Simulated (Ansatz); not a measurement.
System: rock-salt HfC. Method: r²SCAN+rVV10 (plane waves, PAW; Ansatz, a first-principles code).

Settings: plane-wave cutoff 500 eV, 14×14×14 k mesh, Fermi–Dirac smearing 0.05 eV, scalar-relativistic PAW data made under PBE.

Computed at the level's own relaxed cell.

**Question.** Estimate the equilibrium volume per atom and lattice parameter a that the calculation returns.

**Answer.** 
- equilibrium volume per atom: 12.41 Å³/atom
- lattice parameter a: 4.631 Å

Measured, for comparison: equilibrium volume per atom 12.47 Å³/atom, lattice constant a 4.638 Å (temperature not stated, not corrected to a static lattice; as tabulated in Zhang et al. (2018), doi:10.1088/1367-2630/aac7f0). Computed (rounded) less measured: equilibrium volume per atom -0.5 %, lattice constant a -0.2 %. A static lattice is as a rule a little smaller and stiffer than an uncorrected measurement, which narrows the difference in the equilibrium volume per atom and would widen misses of the other sign.

Spin–orbit coupling is not included.

The computed numbers hold no vibrational or temperature effects.
